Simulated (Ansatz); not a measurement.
Wavefunction ladder for `CC(F)CCF`

| atom | x (Å) | y (Å) | z (Å) |
| --- | --- | --- | --- |
| C1 | 0.451 | 0.346 | -1.859 |
| C2 | -0.179 | -0.303 | -0.655 |
| F3 | 0.197 | -1.648 | -0.630 |
| C4 | 0.240 | 0.323 | 0.657 |
| C5 | -0.440 | -0.291 | 1.854 |
| F6 | -1.802 | -0.032 | 1.807 |
| H7 | 1.540 | 0.330 | -1.779 |
| H8 | 0.161 | -0.179 | -2.770 |
| H9 | 0.124 | 1.385 | -1.942 |
| H10 | -1.271 | -0.294 | -0.738 |
| H11 | 1.324 | 0.213 | 0.771 |
| H12 | 0.021 | 1.395 | 0.630 |
| H13 | -0.309 | -1.376 | 1.869 |
| H14 | -0.056 | 0.132 | 2.786 |

Charge 0, multiplicity 1. The geometry is a stationary point of PBE0-D4/def2-TZVP. It is one conformer, not always the lowest. Frozen core, restricted reference, Ansatz. CBS rows extrapolate triple and quadruple zeta; past MP2 they add the triple-zeta difference.

| basis | HF (Eh) | MP2 corr. | CCSD corr. | (T) | CCSD(T) total |
| --- | --- | --- | --- | --- | --- |
| def2-SVP | -354.73462 | -0.93151 | -0.98952 | -0.02354 | -355.74768 |
| def2-TZVPP | -355.15741 | -1.18791 | -1.23204 | -0.04256 | -356.43201 |
| def2-QZVPP | -355.17333 | -1.28079 | – | – | – |
| CBS(def2) | -355.17553 | -1.34959 | -1.39373 | as TZ | -356.61182 |
